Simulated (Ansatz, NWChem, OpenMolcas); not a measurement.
C2H4F2 (1,1-difluoroethane): the vertical ionisation energy, rung by rung

The species is C2H4F2 (8 atoms), meant as a singlet with charge 0. SMILES: `CC(F)F`. The shape is that of a PBE0-D4/def2-TZVP optimisation.

Each level gives the vertical ionisation energy (to the doublet cation) (eV). The values are calculated.

```tsv
level	kind	program	value (eV)	less CCSD(T)/6-311+G**
BLYP/6-311+G**	GGA	NWChem	11.80	-0.87
TPSS/6-311+G**	meta-GGA	NWChem	11.88	-0.79
B3LYP/6-311+G**	global hybrid	OpenMolcas	12.42	-0.25
wB97M-V/6-311+G**	range-separated hybrid	Ansatz	12.56	-0.11
B2PLYP/6-311+G**	double hybrid	Ansatz	12.47	-0.20
RPA@PBE/6-311+G**	RPA	Ansatz	12.33	-0.34
RPA@PBE0/6-311+G**	RPA	Ansatz	12.55	-0.12
MP2/6-311+G**	perturbation theory	Ansatz	12.75	+0.08
CCSD(T)/6-311+G**	coupled cluster or CI	Ansatz	12.67	0.00
```

CCSD(T)/6-311+G** is the highest level here, not the true value. The values span 11.80 to 12.75 eV.
